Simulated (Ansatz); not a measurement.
**CNO+: energies up the ladder**

The task, for CNO+: energies up the ladder. Charge +1.

Computed with Ansatz 0.2.0 (the levels named in each step, unless a step's input says otherwise).

**1. The structure to begin with**

Bond lengths: N1–C2 1.198 Å, C2–O3 1.162 Å. Angles: N1–C2–O3 180.0°.

Structure file:

```xyz
3

N     0.0000    0.0000   -1.1862
C     0.0000    0.0000    0.0120
O     0.0000    0.0000    1.1742
```

**2. A rough first relaxation, PBE-D4/def2-SVP**

The input, input.yaml:

```yaml
crystal:
  periodic: [false, false, false]
  atoms:
    - { symbol: "N", position_ang: [0.0, 0.0, -1.18622] }
    - { symbol: C, position_ang: [0.0, 0.0, 0.01203] }
    - { symbol: O, position_ang: [0.0, 0.0, 1.17419] }
total_charge: 1
basis:
  gaussian: { orbitals: def2-SVP }
hamiltonian:
  xc: pbe
  dispersion: d4
relax:
  f_tol: 0.03
  max_steps: 200
```

Run with:

```sh
$ ansatz run input.yaml --threads 2 --pin off --max-ram 5120MiB --backend cpu --events-out ev --progress --plain --runs-dir out
```

Further steps of the session: Relaxation, PBE0-D4/def2-TZVPP; Frequencies, PBE0-D4/def2-TZVPP; Single point, PBE-D4/def2-TZVPP; Single point, r2SCAN-D4/def2-TZVPP; Single point, B3LYP-D4/def2-TZVPP; Single point, wB97M-V/def2-TZVPP; Single point, B2PLYP/def2-TZVPP; Single point, LDA/def2-TZVPP; Single point, PBE0-D4/def2-SVP; Single point, PBE-D4/def2-SVP; Single point, CCSD(T)/def2-TZVPP; Single point, CCSD(T)/def2-QZVPP.

**Question.** What will these runs give? Wanted: N1–C2 at PBE0-D4/def2-TZVPP; C2–O3 at PBE0-D4/def2-TZVPP; frequencies at PBE0-D4/def2-TZVPP; energy at CCSD(T)/CBS.

As calculated:

```
                         quantity             value
      N1–C2 at PBE0-D4/def2-TZVPP           1.285 Å
      C2–O3 at PBE0-D4/def2-TZVPP           1.140 Å
frequencies at PBE0-D4/def2-TZVPP  354 to 2051 cm⁻¹
            energy at CCSD(T)/CBS      -4553.588 eV
```

**Reading.** No mode is imaginary, so the geometry is a minimum. These totals serve in differences with atoms or fragments at the same level; alone they don't rank the methods. A T1 diagnostic of 0.029 (charge +1) lies over the usual mark for one of the runs, a hint of some multireference character there.
